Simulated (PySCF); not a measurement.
# Splitting trees

Bonds (- single, = double, # triple, : aromatic): C1-C2 1.494 Å, C2=C3 1.339 Å, C3-C4 1.497 Å, C4-C5 1.527 Å. C1 carries H6, H7, H8; C2 carries H9; C3 carries H10; C4 carries H11, H12; C5 carries H13, H14, H15. Stereochemistry as in C/C=C\CC.

No solvent, a single conformation, non-relativistic, rapidly exchanging positions averaged. PBE0-D3(BJ)/def2-SVP structure; shieldings: GIAO B3LYP/pcSseg-2; couplings computed with B3LYP/pcJ-1 (without the spin–dipole term); PySCF 2.14.

Scale: TMS for 1H and 13C (reference shieldings calculated alike).

Spectrometer: 600 MHz for 1H. First-order analysis; couplings under 1 Hz (under 4 Hz in carbon signals) are ignored, and nearly equal couplings are merged; the smaller ones broaden or split the lines further.

Question: What pattern does H13/H14/H15 show (1H)?

Answer: A triplet at δ 0.97: 8.4 Hz to H11/H12 (2 × 1H, 3 bonds away). Lines in Hz from the centre (relative intensity): +8.4 (1), +0.0 (2), -8.4 (1). The outer lines are 16.8 Hz apart, the sum of the couplings kept, or 0.028 ppm at this field.

Question: What pattern does C2 show in the proton-coupled 13C spectrum?

Answer: A doublet of sextets at δ 135.7: 159.9 Hz to H9 (1 × 1H, 1 bond away), 6.4 Hz to H6/H7/H8 and H11/H12 (5 × 1H, 2 or 3 bonds away). Lines in Hz from the centre (relative intensity): +96.0 (1), +89.5 (5), +83.2 (10), +76.8 (10), +70.3 (5), +64.0 (1), -64.0 (1), -70.3 (5), -76.8 (10), -83.2 (10), -89.5 (5), -96.0 (1). The outer lines are 191.9 Hz apart, the sum of the couplings kept, or 1.272 ppm at this field.

Unscaled 3J(H,H) at this level run about 10 % above measured values. Couplings across =CH–CH2 type bonds come from one rotamer and its mirror image, and can be 1–2 Hz further off.
